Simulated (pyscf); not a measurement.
**Four-centre exchange: H₂Si=S + hydrogen (H₂) -> H₂Si=S + hydrogen (H₂)**

Gas phase, singlet surface, charge 0. Bonds broken: Si2–H3, H5–H6. Bonds formed: Si2–H5, H3–H6. Structures and frequencies: ωB97X-D3(BJ)/def2-SVP in PySCF.

Transition state (Å):

```xyz
6

S      1.5407     2.0057    -0.0971
Si     0.2549     0.5494    -0.2504
H     -0.3794    -0.1293     1.1075
H     -0.9506     0.3156    -1.0759
H      0.7864    -1.0056    -0.3484
H      0.2326    -0.8493     0.5731
```

One imaginary mode, 1562i cm⁻¹; descent along it reached the two sides named.

```csv
bond,change,reactant side (Å),saddle,product side
Si2–H3,breaks,1.488,1.645,2.9
H5–H6,breaks,0.761,1.086,3.0
Si2–H5,forms,2.9,1.646,1.488
H3–H6,forms,3.0,1.086,0.761
```

Electronic energies relative to the separated reactants (eV):

| level | barrier | reaction energy | reverse barrier |
|---|---|---|---|
| ωB97X-D3(BJ)/def2-TZVP | 1.44 | 0.00 | 1.44 |
| PBE/def2-TZVP | 1.17 | 0.00 | 1.17 |
| r²SCAN/def2-TZVP | 1.21 | 0.00 | 1.21 |
| B3LYP-D3(BJ)/def2-TZVP | 1.46 | 0.00 | 1.46 |
| PBE0-D3(BJ)/def2-TZVP | 1.21 | 0.00 | 1.21 |
| M06-2X/def2-TZVP | 1.51 | 0.00 | 1.51 |
| ωB97M-D3(BJ)/def2-TZVP | 1.42 | 0.00 | 1.42 |
| HF/def2-TZVP | 2.01 | 0.00 | 2.01 |

With ωB97M-D3(BJ)/def2-TZVP energies and thermal terms (ideal gas, 1 atm, RRHO with modes under 100 cm⁻¹ raised to 100, one conformer, R ln 2 for chiral ones without a mode under 150 cm⁻¹), in eV:

| T (K) | ΔH‡ | ΔG‡ | ΔH | ΔG |
|---|---|---|---|---|
| 298 | 1.48 | 1.84 | 0.00 | 0.00 |
| 600 | 1.43 | 2.23 | 0.00 | 0.00 |
| 900 | 1.42 | 2.64 | 0.00 | 0.00 |
| 1200 | 1.42 | 3.04 | 0.00 | 0.00 |

At the saddle there is also a short H–Si contact that neither side keeps. The same reactants have a lower exit, to H₃Si–SH (barrier +0.94 eV at ωB97M-D3(BJ)/def2-TZVP, against +1.42 eV here). This is the saddle that the search found; another between the same sides may lie lower.
